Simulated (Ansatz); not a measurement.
Species: methylidyne radical, CH (charge 0, doublet). SMILES: [CH]
Structure (B3LYP-D3(BJ)/def2-TZVP (Ansatz, a first-principles code) minimum search):
```
C
H 1 1.1235
```
Charge 0, spin multiplicity 2.

Quantity: atomisation energy (electronic, to ground-state atoms), in kJ/mol. Valence correlation only, unless marked. UHF or UKS for open shells. No spin-orbit coupling. No relativistic terms. The coupled-cluster limit lacks core correlation, which all-electron functionals hold. CBS(X,Y): correlation extrapolated as X^-3; Hartree-Fock from the larger set (for Q and 5 zeta extrapolated as (X+1)exp(-9√X)).

```
level                     program  atomisation energy (kJ/mol)
------------------------  -------  ---------------------------
r2SCAN/def2-TZVPD          Ansatz                        346.2
MP2/def2-SVPD              Ansatz                        305.1
MP2/def2-TZVPPD            Ansatz                        315.1
MP2/CBS(cc-pVQZ,cc-pV5Z)   Ansatz                        323.5
```

### Question
Predict the CCSD(T)/CBS(cc-pVQZ,cc-pV5Z) result (Ansatz).

### Answer
350.1 kJ/mol, so MP2/CBS(cc-pVQZ,cc-pV5Z) differs from it by -26.6 kJ/mol.
